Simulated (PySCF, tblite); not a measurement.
# C₂H₄: deprotonation

Aim: compute the deprotonation of C₂H₄ (`C=C`).

Programs: tblite 0.8.0 and PySCF 2.14.0, with routines of our own; each step states its level. All values are computed. Atoms count from 0.

## 1. The system as given

6 atoms, charge 0, multiplicity 1; geometry from: start built from the parent or by distance geometry.

## 2. Optimising the geometry with GFN2-xTB

What the job is given:

```
{"job": {"kind": "relax", "xc": "GFN2-xTB", "basis": "xTB"}, "charge": 0, "multiplicity": 1}
C     -0.652200    -0.060700    -0.012400
C      0.647500     0.036200    -0.020200
H     -1.213300     0.851800     0.142200
H     -1.188200    -0.981900    -0.175700
H      1.284900    -0.831700    -0.122800
H      1.127600     0.990200     0.145700
```

Run with:

```
$ OMP_NUM_THREADS=1 python redox_run.py task.json out
```

One launch serves the whole session: the jobs run in the order shown.

What it wrote:

```text
step      E/eV     max force
  0    -170.61730    1.004
  1    -170.62260    0.940
  2    -170.63184    0.367
  3    -170.63840    0.251
  4    -170.64441    0.347
  5    -170.64641    0.160
  6    -170.64725    0.098
  7    -170.64811    0.148
  8    -170.64884    0.149
  9    -170.64919    0.074
 10    -170.64934    0.047
 11    -170.64947    0.062
 12    -170.64960    0.075
 13    -170.64967    0.042
 14    -170.64969    0.010
```

Run time: 0.04 s. Hardware: 1 thread of Arm Neoverse V1, shared host.

The steps of the relaxation:

```tsv
step	energy from step 0 (eV)	largest force (eV/Å)
0	0.0000	1.0041
1	-0.0053	0.9400
2	-0.0145	0.3669
3	-0.0211	0.2510
4	-0.0271	0.3467
5	-0.0291	0.1603
6	-0.0300	0.0982
7	-0.0308	0.1484
8	-0.0315	0.1494
9	-0.0319	0.0741
10	-0.0320	0.0469
11	-0.0322	0.0620
12	-0.0323	0.0755
13	-0.0324	0.0422
14	-0.0324	0.0100
```

Distances of close pairs at the start and the end, largest changes first:

```tsv
bond	before (Å)	after (Å)	change (Å)
C0–C1	1.303	1.316	+0.013
C0–H2	1.082	1.078	-0.004
C1–H4	1.082	1.078	-0.004
C1–H5	1.081	1.078	-0.003
C0–H3	1.078	1.078	-0.000
```

The end geometry stands in the next job.

## 3. Vibrational analysis with GFN2-xTB

What the job is given:

```
{"job": {"kind": "ir", "xc": "GFN2-xTB", "basis": "xTB"}, "charge": 0, "multiplicity": 1}
C     -0.656034    -0.037077    -0.013468
C      0.657990     0.038346    -0.001563
H     -1.278951     0.831379     0.126291
H     -1.173349    -0.970963    -0.161837
H      1.281457    -0.829644    -0.141361
H      1.175132     0.971940     0.148789
```

What it wrote:

```text
mode    cm-1     km/mol
  1     841.4      3.68
  2     872.3      0.00
  3    1021.6     40.65
  4    1035.5      0.00
  5    1183.6      0.00
  6    1394.2      0.00
  7    1420.1      0.17
  8    1706.0      0.00
  9    3096.2      6.72
 10    3097.1     38.62
 11    3104.3      0.01
 12    3128.9     92.69
ZPE 130.998  H(298)-E 141.512  G(298)-E 76.221 kJ/mol  S 218.99 J/(mol K)
```

Run time: 0.09 s. Hardware: 1 thread of Arm Neoverse V1, shared host.

Which atoms move in the most intense modes:

```tsv
cm⁻¹	km/mol	atoms
841	3.7	H4 24 %, H5 24 %, H3 24 %, H2 24 %
1022	40.6	H3 21 %, H5 21 %, H2 21 %, H4 21 %
1420	0.2	H5 22 %, H4 22 %, H2 22 %, H3 22 %
3096	6.7	H2 41 %, H3 40 %
3097	38.6	H4 41 %, H5 40 %
3129	92.7	H5 23 %, H4 23 %, H3 22 %, H2 22 %
```

## 4. Optimising the geometry at PBE0-D3(BJ)/ma-def2-SVP

The job, as its differences from that of step 3:

```diff
@@ -1,2 +1,2 @@
-{"job": {"kind": "ir", "xc": "GFN2-xTB", "basis": "xTB"}, "charge": 0, "multiplicity": 1}
+{"job": {"xc": "PBE0", "basis": "ma-def2-SVP", "d3": "d3bj", "grid": 1, "kind": "geom"}, "charge": 0, "multiplicity": 1}
 C     -0.656034    -0.037077    -0.013468
```

What it wrote:

```text
step   0  E = -78.42868894  max force = 0.010818
step   1  E = -78.42974532  max force = 0.001993
step   2  E = -78.42974849  max force = 0.000103
optimisation converged
```

Run time: 1.8 s. Hardware: 1 thread of Arm Neoverse V1, shared host.

Along the way:

```tsv
step	energy from step 0 (eV)	largest force component (eV/Å)
0	0.0000	0.5563
1	-0.0287	0.1025
2	-0.0288	0.0053
```

Distances of close pairs at the start and the end, largest changes first:

```tsv
bond	before (Å)	after (Å)	change (Å)
C1–H5	1.078	1.094	+0.017
C1–H4	1.078	1.094	+0.016
C0–H2	1.078	1.094	+0.016
C0–H3	1.078	1.094	+0.016
C0–C1	1.316	1.332	+0.016
```

The end geometry stands in the next job.

```tsv
at the end point	value
point group (found at 0.08 Å tolerance)	D2h
rotational constants (GHz, main isotopes)	144.6, 29.980, 24.830
dipole moment (D)	0.00
```

## 5. Harmonic vibrations (C₂H₄): PBE0-D3(BJ)/ma-def2-SVP

What the job is given:

```
{"job": {"xc": "PBE0", "basis": "ma-def2-SVP", "d3": "d3bj", "grid": 2, "kind": "hessian"}, "charge": 0, "multiplicity": 1}
C     -0.663963    -0.037733    -0.013753
C      0.666076     0.038875    -0.000589
H     -1.292010     0.847236     0.127247
H     -1.183374    -0.988809    -0.165929
H      1.294139    -0.846088    -0.141551
H      1.185467     0.989953     0.151633
```

What it wrote:

```text
coarse grid: 4656 points
cycle   1  E = -78.4023317356  dE = -2.574e-02  |g| = 2.269e-01  |ddm| = 2.301e+00
cycle   2  E = -78.4023315749  dE =  1.607e-07  |g| = 2.322e-01  |ddm| = 4.245e-01
cycle   3  E = -78.4176175805  dE = -1.529e-02  |g| = 3.714e-03  |ddm| = 2.101e-01
cycle   4  E = -78.4176228826  dE = -5.302e-06  |g| = 6.668e-04  |ddm| = 5.945e-03
final grid: 43904 points
cycle   5  E = -78.4297564945  dE = -7.760e-06  |g| = 4.146e-03  |ddm| = 1.426e-02
cycle   6  E = -78.4297563027  dE =  1.918e-07  |g| = 4.265e-03  |ddm| = 7.503e-03
cycle   7  E = -78.4297614297  dE = -5.127e-06  |g| = 3.338e-05  |ddm| = 3.816e-03
cycle   8  E = -78.4297614300  dE = -3.563e-10  |g| = 8.243e-06  |ddm| = 7.415e-05
cycle   9  E = -78.4297614301  dE = -1.899e-11  |g| = 1.324e-06  |ddm| = 1.404e-05
converged SCF energy = -78.4297614301

mode    cm-1
  1     820.8
  2     967.3
  3     974.1
  4    1053.5
  5    1216.2
  6    1362.0
  7    1438.4
  8    1707.7
  9    3151.3
 10    3170.7
 11    3247.9
 12    3270.1
ZPE 133.863  H(298)-E 144.350  G(298)-E 78.988 kJ/mol  S 219.23 J/(mol K)
```

It took 11 s on 1 thread of Arm Neoverse V1, shared host.

Zero-point energy 133.86 kJ/mol (xTB gave 131.00).

## 6. Single point (C2H4): wB97X-D3(BJ)/ma-def2-TZVP

Geometry: PBE0-D3(BJ)/ma-def2-SVP.

What the job is given:

```
{"job": {"kind": "sp", "xc": "wB97X", "basis": "ma-def2-TZVP", "d3": "d3bj", "grid": 2}, "charge": 0, "multiplicity": 1}
C     -0.663963    -0.037733    -0.013753
C      0.666076     0.038875    -0.000589
H     -1.292010     0.847236     0.127247
H     -1.183374    -0.988809    -0.165929
H      1.294139    -0.846088    -0.141551
H      1.185467     0.989953     0.151633
```

What it wrote:

```text
coarse grid: 4656 points
cycle   1  E = -78.6572007163  dE =  1.244e-02  |g| = 1.553e-01  |ddm| = 1.531e+00
cycle   2  E = -78.6632079803  dE = -6.007e-03  |g| = 7.304e-02  |ddm| = 1.511e-01
cycle   3  E = -78.6644904487  dE = -1.282e-03  |g| = 1.700e-02  |ddm| = 5.172e-02
cycle   4  E = -78.6645868469  dE = -9.640e-05  |g| = 1.911e-03  |ddm| = 1.677e-02
cycle   5  E = -78.6645890771  dE = -2.230e-06  |g| = 4.093e-04  |ddm| = 3.073e-03
final grid: 43904 points
cycle   6  E = -78.6579867941  dE = -1.426e-05  |g| = 1.602e-03  |ddm| = 1.626e-02
cycle   7  E = -78.6579872399  dE = -4.458e-07  |g| = 9.162e-04  |ddm| = 1.919e-03
cycle   8  E = -78.6579874329  dE = -1.930e-07  |g| = 9.280e-05  |ddm| = 5.638e-04
cycle   9  E = -78.6579874363  dE = -3.438e-09  |g| = 1.355e-05  |ddm| = 1.769e-04
converged SCF energy = -78.6579874363
```

It took 0.95 s on 1 thread of Arm Neoverse V1, shared host.

## 7. Relaxing the molecule with GFN2-xTB

This step treats C₂H₃−, `[CH-]=C`.

What the job is given:

```
{"job": {"kind": "relax", "xc": "GFN2-xTB", "basis": "xTB"}, "charge": -1, "multiplicity": 1}
C     -0.647700    -0.043900    -0.019000
C      0.655300     0.047500    -0.023600
H     -1.165900    -0.996400    -0.162700
H      1.291600    -0.831500    -0.162200
H      1.182200     0.986100     0.163000
```

What it wrote:

```text
step      E/eV     max force
  0    -158.57913    3.371
  1    -158.75861    1.569
  2    -158.84018    0.514
  3    -158.84797    0.332
  4    -158.85419    0.276
  5    -158.85630    0.097
  6    -158.85657    0.054
  7    -158.85672    0.047
  8    -158.85686    0.061
  9    -158.85700    0.051
 10    -158.85707    0.025
 11    -158.85709    0.014
 12    -158.85710    0.010
 13    -158.85710    0.008
```

Wall time 0.03 s (1 thread of Arm Neoverse V1, shared host).

Along the way:

```tsv
step	energy from step 0 (eV)	largest force (eV/Å)
0	0.0000	3.3707
1	-0.1795	1.5694
2	-0.2611	0.5138
3	-0.2688	0.3325
4	-0.2751	0.2759
5	-0.2772	0.0965
6	-0.2774	0.0535
7	-0.2776	0.0470
8	-0.2777	0.0614
9	-0.2779	0.0505
10	-0.2779	0.0252
11	-0.2780	0.0136
12	-0.2780	0.0102
13	-0.2780	0.0079
```

Close pairs (by a distance rule), those that changed most:

```tsv
bond	before (Å)	after (Å)	change (Å)
C0–H2	1.094	1.159	+0.066
C1–H3	1.094	1.142	+0.048
C0–C1	1.306	1.332	+0.025
C1–H4	1.092	1.106	+0.014
```

The end geometry stands in the next job.

## 8. Infrared spectrum with GFN2-xTB

What the job is given:

```
{"job": {"kind": "ir", "xc": "GFN2-xTB", "basis": "xTB"}, "charge": -1, "multiplicity": 1}
C     -0.713671     0.044949     0.003659
C      0.617709     0.024357    -0.010001
H     -1.121475    -1.025011    -0.178310
H      1.345143    -0.841653    -0.165122
H      1.187883     0.959261     0.145214
```

What it wrote:

```text
mode    cm-1     km/mol
  1     841.2      0.61
  2     924.9     10.00
  3    1068.3      5.87
  4    1244.1     21.79
  5    1460.3     35.52
  6    1534.9    239.92
  7    2152.5    906.10
  8    2319.4   1036.63
  9    2749.2    353.61
ZPE 85.503  H(298)-E 95.863  G(298)-E 27.931 kJ/mol  S 227.84 J/(mol K)
```

Run time: 0.08 s. Hardware: 1 thread of Arm Neoverse V1, shared host.

Which atoms move in the most intense modes:

```tsv
cm⁻¹	km/mol	atoms
925	10.0	H3 32 %, H2 31 %, H4 27 %
1068	5.9	H2 54 %, H4 26 %, H3 13 %
1244	21.8	H2 52 %, C0 17 %, C1 16 %
1460	35.5	C0 31 %, H3 30 %, H4 29 %
1535	239.9	C1 44 %, H4 18 %, H3 17 %, C0 17 %
2152	906.1	H2 51 %, H3 41 %
2319	1036.6	H3 50 %, H2 40 %
2749	353.6	H4 91 %
```

## 9. Geometry optimisation at PBE0-D3(BJ)/ma-def2-SVP

This step treats C₂H₃−, `[CH-]=C`.

What the job is given:

```
{"job": {"xc": "PBE0", "basis": "ma-def2-SVP", "d3": "d3bj", "grid": 1, "kind": "geom"}, "charge": -1, "multiplicity": 1}
C     -0.713671     0.044949     0.003659
C      0.617709     0.024357    -0.010001
H     -1.121475    -1.025011    -0.178310
H      1.345143    -0.841653    -0.165122
H      1.187883     0.959261     0.145214
```

What it wrote:

```text
step   0  E = -77.76361926  max force = 0.035191
step   1  E = -77.76466498  max force = 0.009272
step   2  E = -77.76552632  max force = 0.004735
step   3  E = -77.76555218  max force = 0.003291
step   4  E = -77.76557207  max force = 0.001697
step   5  E = -77.76557879  max force = 0.000347
optimisation converged
```

Wall time 2.8 s (1 thread of Arm Neoverse V1, shared host).

Relaxation path:

```tsv
step	energy from step 0 (eV)	largest force component (eV/Å)
0	0.0000	1.8096
1	-0.0285	0.4768
2	-0.0519	0.2435
3	-0.0526	0.1692
4	-0.0531	0.0873
5	-0.0533	0.0178
```

Close pairs (by a distance rule), those that changed most:

```tsv
bond	before (Å)	after (Å)	change (Å)
C0–H2	1.159	1.123	-0.037
C0–C1	1.332	1.358	+0.027
C1–H3	1.142	1.119	-0.022
C1–H4	1.106	1.108	+0.002
```

The final coordinates are the input of the step that follows.

```tsv
at the end point	value
point group (found at 0.08 Å tolerance)	Cs
rotational constants (GHz, main isotopes)	185.8, 32.463, 27.636
```

## 10. Harmonic vibrations (C₂H₃−, [CH-]=C, multiplicity 1): PBE0-D3(BJ)/ma-def2-SVP

What the job is given:

```
{"job": {"xc": "PBE0", "basis": "ma-def2-SVP", "d3": "d3bj", "grid": 2, "kind": "hessian"}, "charge": -1, "multiplicity": 1}
C     -0.731865     0.025398    -0.106233
C      0.626126     0.036421    -0.075719
H     -1.077039    -1.021963     0.105166
H      1.291419    -0.840828     0.126456
H      1.206664     0.963063    -0.254155
```

What it wrote:

```text
coarse grid: 4032 points
cycle   1  E = -77.6620182529  dE = -5.300e-04  |g| = 4.854e-01  |ddm| = 2.205e+00
cycle   2  E = -77.4702826666  dE =  1.917e-01  |g| = 8.784e-01  |ddm| = 2.824e+00
cycle   3  E = -77.7507744187  dE = -2.805e-01  |g| = 8.330e-02  |ddm| = 2.125e+00
cycle   4  E = -77.7516265301  dE = -8.521e-04  |g| = 6.921e-02  |ddm| = 2.462e-01
cycle   5  E = -77.7529387494  dE = -1.312e-03  |g| = 3.535e-03  |ddm| = 1.006e-01
cycle   6  E = -77.7529445205  dE = -5.771e-06  |g| = 9.269e-04  |ddm| = 3.728e-02
final grid: 38536 points
cycle   7  E = -77.7655889455  dE = -3.764e-06  |g| = 3.997e-03  |ddm| = 2.320e-02
cycle   8  E = -77.7655852445  dE =  3.701e-06  |g| = 5.299e-03  |ddm| = 1.750e-02
cycle   9  E = -77.7655939932  dE = -8.749e-06  |g| = 1.513e-04  |ddm| = 8.949e-03
cycle  10  E = -77.7655939979  dE = -4.720e-09  |g| = 9.116e-05  |ddm| = 3.645e-04
cycle  11  E = -77.7655940002  dE = -2.243e-09  |g| = 3.338e-05  |ddm| = 2.116e-04
cycle  12  E = -77.7655940006  dE = -3.984e-10  |g| = 2.537e-06  |ddm| = 8.215e-05
cycle  13  E = -77.7655940006  dE = -5.087e-12  |g| = 4.359e-07  |ddm| = 4.012e-05
converged SCF energy = -77.7655940006

mode    cm-1
  1     866.3
  2     924.4
  3    1081.1
  4    1204.2
  5    1387.0
  6    1549.2
  7    2818.9
  8    2891.5
  9    3009.4
ZPE 94.098  H(298)-E 104.449  G(298)-E 36.496 kJ/mol  S 227.92 J/(mol K)
```

Run time: 8.1 s. Hardware: 1 thread of Arm Neoverse V1, shared host.

Zero-point energy 94.10 kJ/mol (xTB gave 85.50).

## 11. Single point (C2H3−, [CH-]=C, multiplicity 1): wB97X-D3(BJ)/ma-def2-TZVP

Geometry: PBE0-D3(BJ)/ma-def2-SVP.

What the job is given:

```
{"job": {"kind": "sp", "xc": "wB97X", "basis": "ma-def2-TZVP", "d3": "d3bj", "grid": 2}, "charge": -1, "multiplicity": 1}
C     -0.731865     0.025398    -0.106233
C      0.626126     0.036421    -0.075719
H     -1.077039    -1.021963     0.105166
H      1.291419    -0.840828     0.126456
H      1.206664     0.963063    -0.254155
```

What it wrote:

```text
coarse grid: 4032 points
cycle   1  E = -77.9261206321  dE = -2.755e-02  |g| = 4.283e-01  |ddm| = 1.551e+00
cycle   2  E = -77.9493469415  dE = -2.323e-02  |g| = 4.166e-01  |ddm| = 1.377e+00
cycle   3  E = -77.9965391797  dE = -4.719e-02  |g| = 3.280e-02  |ddm| = 6.636e-01
cycle   4  E = -77.9969549952  dE = -4.158e-04  |g| = 2.496e-02  |ddm| = 7.899e-02
cycle   5  E = -77.9971470522  dE = -1.921e-04  |g| = 5.123e-03  |ddm| = 4.246e-02
cycle   6  E = -77.9971793321  dE = -3.228e-05  |g| = 1.620e-03  |ddm| = 3.108e-02
cycle   7  E = -77.9971837230  dE = -4.391e-06  |g| = 3.700e-04  |ddm| = 1.721e-02
final grid: 38536 points
cycle   8  E = -77.9909693313  dE = -1.137e-05  |g| = 1.415e-03  |ddm| = 1.670e-02
cycle   9  E = -77.9909698274  dE = -4.961e-07  |g| = 1.011e-03  |ddm| = 4.308e-03
cycle  10  E = -77.9909701162  dE = -2.888e-07  |g| = 1.711e-04  |ddm| = 1.029e-03
cycle  11  E = -77.9909701553  dE = -3.904e-08  |g| = 7.908e-05  |ddm| = 1.301e-03
cycle  12  E = -77.9909701624  dE = -7.129e-09  |g| = 4.875e-05  |ddm| = 5.160e-04
converged SCF energy = -77.9909701624
```

Wall time 0.9 s (1 thread of Arm Neoverse V1, shared host).

## 12. Single point (C₂H₃ radical): wB97X-D3(BJ)/ma-def2-TZVP

Geometry: PBE0-D3(BJ)/ma-def2-SVP, that of another charge or spin state.

What the job is given:

```
{"job": {"kind": "sp", "xc": "wB97X", "basis": "ma-def2-TZVP", "d3": "d3bj", "grid": 2}, "charge": 0, "multiplicity": 2}
C     -0.731865     0.025398    -0.106233
C      0.626126     0.036421    -0.075719
H     -1.077039    -1.021963     0.105166
H      1.291419    -0.840828     0.126456
H      1.206664     0.963063    -0.254155
```

What it wrote:

```text
final grid: 38536 points
cycle   1  E = -77.9073807579  dE = -3.076e-02  |g| = 2.712e-01  |ddm| = 5.298e-01
cycle   2  E = -77.9137335226  dE = -6.353e-03  |g| = 2.419e-01  |ddm| = 2.903e-01
cycle   3  E = -77.9441231366  dE = -3.039e-02  |g| = 2.864e-02  |ddm| = 1.589e-01
cycle   4  E = -77.9446843509  dE = -5.612e-04  |g| = 8.833e-03  |ddm| = 2.246e-02
cycle   5  E = -77.9448965427  dE = -2.122e-04  |g| = 4.255e-03  |ddm| = 1.770e-02
cycle   6  E = -77.9449781207  dE = -8.158e-05  |g| = 2.479e-03  |ddm| = 1.064e-02
cycle   7  E = -77.9450179963  dE = -3.988e-05  |g| = 1.288e-03  |ddm| = 9.027e-03
cycle   8  E = -77.9450303689  dE = -1.237e-05  |g| = 4.979e-04  |ddm| = 6.011e-03
cycle   9  E = -77.9450319295  dE = -1.561e-06  |g| = 1.471e-04  |ddm| = 2.484e-03
cycle  10  E = -77.9450320043  dE = -7.477e-08  |g| = 5.949e-05  |ddm| = 4.347e-04
cycle  11  E = -77.9450320153  dE = -1.098e-08  |g| = 2.055e-05  |ddm| = 1.662e-04
cycle  12  E = -77.9450320166  dE = -1.305e-09  |g| = 9.736e-06  |ddm| = 5.970e-05
converged SCF energy = -77.9450320166
```

Run time: 2.2 s. Hardware: 1 thread of Arm Neoverse V1, shared host.

## 13. Single point (C₂H₄): wB97X-D3(BJ)/ma-def2-TZVP in diethylether

Geometry: PBE0-D3(BJ)/ma-def2-SVP.

What the job is given:

```
{"job": {"kind": "sp", "xc": "wB97X", "basis": "ma-def2-TZVP", "d3": "d3bj", "grid": 2, "solvent": "diethylether"}, "charge": 0, "multiplicity": 1}
C     -0.663963    -0.037733    -0.013753
C      0.666076     0.038875    -0.000589
H     -1.292010     0.847236     0.127247
H     -1.183374    -0.988809    -0.165929
H      1.294139    -0.846088    -0.141551
H      1.185467     0.989953     0.151633
```

What it wrote:

```text
final grid: 43904 points
cycle   1  E = -78.6595734720  dE = -6.650e-05  |g| = 4.598e-03  |ddm| = 4.910e-02
cycle   2  E = -78.6595807330  dE = -7.261e-06  |g| = 2.579e-03  |ddm| = 1.390e-02
cycle   3  E = -78.6595825938  dE = -1.861e-06  |g| = 5.506e-04  |ddm| = 3.105e-03
cycle   4  E = -78.6595828594  dE = -2.657e-07  |g| = 4.913e-05  |ddm| = 3.082e-03
cycle   5  E = -78.6595828618  dE = -2.421e-09  |g| = 6.236e-06  |ddm| = 1.204e-04
converged SCF energy = -78.6595828618
```

Run time: 0.97 s. Hardware: 1 thread of Arm Neoverse V1, shared host.

## 14. Single point (C2H3−, [CH-]=C, multiplicity 1): wB97X-D3(BJ)/ma-def2-TZVP in diethylether

Geometry: PBE0-D3(BJ)/ma-def2-SVP.

What the job is given:

```
{"job": {"kind": "sp", "xc": "wB97X", "basis": "ma-def2-TZVP", "d3": "d3bj", "grid": 2, "solvent": "diethylether"}, "charge": -1, "multiplicity": 1}
C     -0.731865     0.025398    -0.106233
C      0.626126     0.036421    -0.075719
H     -1.077039    -1.021963     0.105166
H      1.291419    -0.840828     0.126456
H      1.206664     0.963063    -0.254155
```

What it wrote:

```text
final grid: 38536 points
cycle   1  E = -78.0727421405  dE = -2.048e-03  |g| = 3.335e-02  |ddm| = 3.781e-01
cycle   2  E = -78.0729968035  dE = -2.547e-04  |g| = 2.596e-02  |ddm| = 1.086e-01
cycle   3  E = -78.0731869717  dE = -1.902e-04  |g| = 4.736e-03  |ddm| = 3.694e-02
cycle   4  E = -78.0732025491  dE = -1.558e-05  |g| = 2.095e-03  |ddm| = 3.412e-02
cycle   5  E = -78.0732046368  dE = -2.088e-06  |g| = 4.156e-04  |ddm| = 1.038e-02
cycle   6  E = -78.0732048124  dE = -1.756e-07  |g| = 1.231e-04  |ddm| = 3.396e-03
cycle   7  E = -78.0732048390  dE = -2.662e-08  |g| = 2.502e-05  |ddm| = 1.509e-03
cycle   8  E = -78.0732048403  dE = -1.237e-09  |g| = 6.471e-06  |ddm| = 2.377e-04
converged SCF energy = -78.0732048403
```

Wall time 1 s (1 thread of Arm Neoverse V1, shared host).

## 15. Single point (C2H4): wB97X-D3(BJ)/ma-def2-TZVP in toluene

Geometry: PBE0-D3(BJ)/ma-def2-SVP.

What the job is given:

```
{"job": {"kind": "sp", "xc": "wB97X", "basis": "ma-def2-TZVP", "d3": "d3bj", "grid": 2, "solvent": "toluene"}, "charge": 0, "multiplicity": 1}
C     -0.663963    -0.037733    -0.013753
C      0.666076     0.038875    -0.000589
H     -1.292010     0.847236     0.127247
H     -1.183374    -0.988809    -0.165929
H      1.294139    -0.846088    -0.141551
H      1.185467     0.989953     0.151633
```

What it wrote:

```text
final grid: 43904 points
cycle   1  E = -78.6590676425  dE = -3.111e-05  |g| = 3.160e-03  |ddm| = 3.398e-02
cycle   2  E = -78.6590709245  dE = -3.282e-06  |g| = 1.806e-03  |ddm| = 9.068e-03
cycle   3  E = -78.6590718146  dE = -8.901e-07  |g| = 3.556e-04  |ddm| = 2.048e-03
cycle   4  E = -78.6590719269  dE = -1.123e-07  |g| = 3.265e-05  |ddm| = 1.944e-03
cycle   5  E = -78.6590719280  dE = -1.074e-09  |g| = 4.269e-06  |ddm| = 8.210e-05
converged SCF energy = -78.6590719280
```

It took 0.94 s on 1 thread of Arm Neoverse V1, shared host.

## 16. Single point (C₂H₃−, [CH-]=C, multiplicity 1): wB97X-D3(BJ)/ma-def2-TZVP in toluene

Geometry: PBE0-D3(BJ)/ma-def2-SVP.

What the job is given:

```
{"job": {"kind": "sp", "xc": "wB97X", "basis": "ma-def2-TZVP", "d3": "d3bj", "grid": 2, "solvent": "toluene"}, "charge": -1, "multiplicity": 1}
C     -0.731865     0.025398    -0.106233
C      0.626126     0.036421    -0.075719
H     -1.077039    -1.021963     0.105166
H      1.291419    -0.840828     0.126456
H      1.206664     0.963063    -0.254155
```

What it wrote:

```text
final grid: 38536 points
cycle   1  E = -78.0520726086  dE = -1.092e-03  |g| = 2.516e-02  |ddm| = 2.861e-01
cycle   2  E = -78.0521988260  dE = -1.262e-04  |g| = 2.012e-02  |ddm| = 7.642e-02
cycle   3  E = -78.0523119188  dE = -1.131e-04  |g| = 3.315e-03  |ddm| = 2.863e-02
cycle   4  E = -78.0523188004  dE = -6.882e-06  |g| = 1.519e-03  |ddm| = 2.323e-02
cycle   5  E = -78.0523197829  dE = -9.824e-07  |g| = 2.225e-04  |ddm| = 7.904e-03
cycle   6  E = -78.0523198204  dE = -3.750e-08  |g| = 6.075e-05  |ddm| = 2.349e-03
cycle   7  E = -78.0523198252  dE = -4.832e-09  |g| = 1.317e-05  |ddm| = 1.083e-03
converged SCF energy = -78.0523198252
```

It took 0.95 s on 1 thread of Arm Neoverse V1, shared host.

[end of part 1 of 2]
